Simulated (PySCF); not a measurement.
Below is a simulated gas-phase Si 2p photoelectron spectrum of `CN[SiH3]`.

Every computed line was given a Gaussian of 0.7 eV full width at half maximum and an area set by the number of equivalent atoms (split 2:1 within a doublet); the highest printed point is 100. Theory: PySCF, delta-SCF UKS SCAN, pcX-2 on the ionised atom, pcseg-1 elsewhere, spin-free X2C.

binding energy (eV), intensity and a bar:
```
    105.9          0 
    106.0          1 
    106.1          3 #
    106.2          7 ##
    106.3         15 ####
    106.4         26 ########
    106.5         43 #############
    106.6         62 ###################
    106.7         81 ########################
    106.8         94 ############################
    106.9        100 ##############################
    107.0         98 #############################
    107.1         90 ###########################
    107.2         80 ########################
    107.3         71 #####################
    107.4         64 ###################
    107.5         57 #################
    107.6         49 ###############
    107.7         39 ############
    107.8         29 #########
    107.9         19 ######
    108.0         11 ###
    108.1          6 ##
    108.2          3 #
    108.3          1 
    108.4          0 
    108.5          0
```

**Question.** Count the maxima, the lines and the sites behind this envelope.

**Answer.** The curve has 1 maximum (at 106.9 eV). Under it lie 2 lines from 1 inequivalent silicon site, drawn as a 2p3/2, 2p1/2 pair. At this width some lines have no maximum of their own.

**Question.** Decompose the envelope and assign each component. Numbering: `[CH3:1][NH:2][SiH3:3]`.

**Answer.** 
| position (eV) | relative area | line | atoms | environment |
| --- | --- | --- | --- | --- |
| 106.87 | 0.67 | Si 2p3/2 | Si3 | SiH3 silicon |
| 107.50 | 0.33 | Si 2p1/2 | Si3 | SiH3 silicon |

**Question.** What are the centre and the root-mean-square width of the whole band?

**Answer.** The area-weighted mean of the lines is 107.08 eV. Their own spread about it is 0.29 eV (rms) and each Gaussian has σ = 0.7/2.355 = 0.30 eV; the variances add, which gives 0.42 eV.

Shake-up satellites, vibrational structure and lifetime widths aren't simulated. The 2p values add to the ΔSCF energy of one spin-free hole a correction within the shell (spin–orbit coupling, ligand field). 2p1/2 minus 2p3/2 (ligand field included): Si 0.62 eV. Isolated species at its PBE0-D3(BJ)/def2-SVP geometry, gas phase.

Hardware: Arm Neoverse N1, one thread, no GPU, shared host with 64 logical CPUs at a one-minute load of 35. Cost: 24 s of wall time, 0.40 GiB resident at most.
